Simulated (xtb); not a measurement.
CH$_{2}$O, quintet, geometry from GFN2-xTB of the parent state (a higher spin typed on purpose: for a closed-shell molecule this is an excited state); GFN1-xTB (xtb).

Here is a job for xtb.
```
$ xtb mol.xyz --gfn 1 --chrg 0 --uhf 4 --json

# file mol.xyz
4

C     -0.53139059     0.09875113     0.20377579
O      0.67582481    -0.13093537    -0.13337683
H     -1.28481427    -0.64171074    -0.11474272
H     -0.93344069     1.09668689    -0.04089743
```

Output, abridged:

```
   ID    Z sym.   atoms
    1    6 C      1
    2    8 O      2
    3    1 H      3, 4

           -------------------------------------------------
          |                Calculation Setup                |
           -------------------------------------------------

           -------------------------------------------------
          |                 G F N 1 - x T B                 |
           -------------------------------------------------

          ...................................................
          :                      SETUP                      :
          :.................................................:
          :  # basis functions                  12          :
          :  # atomic orbitals                  12          :
          :  # shells                            8          :
          :  # electrons                        12          :
          :  # halogen bonds                     0          :
          :  max. iterations                   250          :
          :  Hamiltonian                  GFN1-xTB          :
          :  restarted?                      false          :
          :  GBSA solvation                  false          :
          :  PC potential                    false          :
          :  electronic temp.          300.0000000     K    :
          :  accuracy                    1.0000000          :
          :  -> integral cutoff          0.2500000E+02      :
          :  -> integral neglect         0.1000000E-07      :
          :  -> SCF convergence          0.1000000E-05 Eh   :
          :  -> wf. convergence          0.2000000E-04 e    :
          :  Broyden damping             0.4000000          :
          :  net charge                          0          :
          :  unpaired electrons                  4          :
          ...................................................

 iter      E             dE          RMSdq      gap      omega  full diag
   1     -7.2760797 -0.727608E+01  0.657E+00    1.22       0.0  T
   2     -7.2872134 -0.111338E-01  0.482E+00    1.33       1.0  T
   3     -7.2444122  0.428013E-01  0.363E+00    1.39       1.0  T
   4     -7.3102123 -0.658002E-01  0.673E-01    1.41       1.0  T
   5     -7.3103379 -0.125610E-03  0.202E-01    1.39       1.0  T
   6     -7.3105908 -0.252902E-03  0.463E-03    1.39      10.8  T
   7     -7.3105908  0.479777E-07  0.441E-03    1.39      11.3  T
   8     -7.3105909 -0.634992E-07  0.528E-04    1.39      94.6  T
   9     -7.3105909 -0.172716E-08  0.907E-06    1.39    5514.3  T
  10     -7.3105909 -0.313527E-12  0.509E-06    1.39    9829.5  T

   *** convergence criteria satisfied after 10 iterations ***

         :::::::::::::::::::::::::::::::::::::::::::::::::::::
         ::                     SUMMARY                     ::
         :::::::::::::::::::::::::::::::::::::::::::::::::::::
         :: total energy              -7.257311435621 Eh    ::
         :: gradient norm              0.065580540369 Eh/a0 ::
         :: HOMO-LUMO gap              1.387603589689 eV    ::
         ::.................................................::
         :: SCC energy                -7.310590856916 Eh    ::
         :: -> electrostatic           0.022758500370 Eh    ::
         :: repulsion energy           0.053693824159 Eh    ::
         :: dispersion energy         -0.000414402865 Eh    ::
         :: halogen bond corr.         0.000000000000 Eh    ::
         :: add. restraining           0.000000000000 Eh    ::
         :: total charge               0.000000000000 e     ::
         :::::::::::::::::::::::::::::::::::::::::::::::::::::

           -------------------------------------------------
          |                Property Printout                |
           -------------------------------------------------

    * Orbital Energies and Occupations

         #    Occupation            Energy/Eh            Energy/eV
      -------------------------------------------------------------
         1        2.0000           -0.8475888             -23.0641
         2        2.0000           -0.6984852             -19.0068
         3        2.0000           -0.6490000             -17.6602
         4        2.0000           -0.6384450             -17.3730
         5        1.0000           -0.6018776             -16.3779
         6        1.0000           -0.4964968             -13.5104
         7        1.0000           -0.3816242             -10.3845
         8        1.0000           -0.1364772              -3.7137 (HOMO)
         9                         -0.0854837              -2.3261 (LUMO)
        10                          0.2284760               6.2171
        11                          0.3000614               8.1651
        12                          0.3531426               9.6095
      -------------------------------------------------------------
                  HL-Gap            0.0509935 Eh            1.3876 eV
             Fermi-level           -0.3655709 Eh           -9.9477 eV

  Mulliken/CM5 charges         n(s)   n(p)   n(d)
     1C     0.39253  0.33124   1.035  2.572  0.000
     2O    -0.26702 -0.32208   1.771  4.496  0.000
     3H    -0.06276 -0.00458   1.063  0.000  0.000
     4H    -0.06276 -0.00458   1.063  0.000  0.000

Wiberg/Mayer (AO) data.
largest (>0.10) Wiberg bond orders for each atom

 ---------------------------------------------------------------------------
     #   Z sym  total        # sym  WBO       # sym  WBO       # sym  WBO
 ---------------------------------------------------------------------------
     1   6 C    2.844 --     2 O    1.714     3 H    0.565     4 H    0.565
     2   8 O    2.045 --     1 C    1.714     3 H    0.165     4 H    0.165
     3   1 H    1.192 --     1 C    0.565     4 H    0.461     2 O    0.165
     4   1 H    1.192 --     1 C    0.565     3 H    0.461     2 O    0.165
 ---------------------------------------------------------------------------

Topologies differ in total number of bonds
Writing topology from bond orders to xtbtopo.mol

 dipole moment from electron density (au)
     X       Y       Z
  -0.6147   0.1118   0.2940  total (Debye):    1.755

           -------------------------------------------------
          | TOTAL ENERGY               -7.257311435621 Eh   |
          | GRADIENT NORM               0.065580540369 Eh/α |
          | HOMO-LUMO GAP               1.387603589689 eV   |
           -------------------------------------------------

normal termination of xtb
```
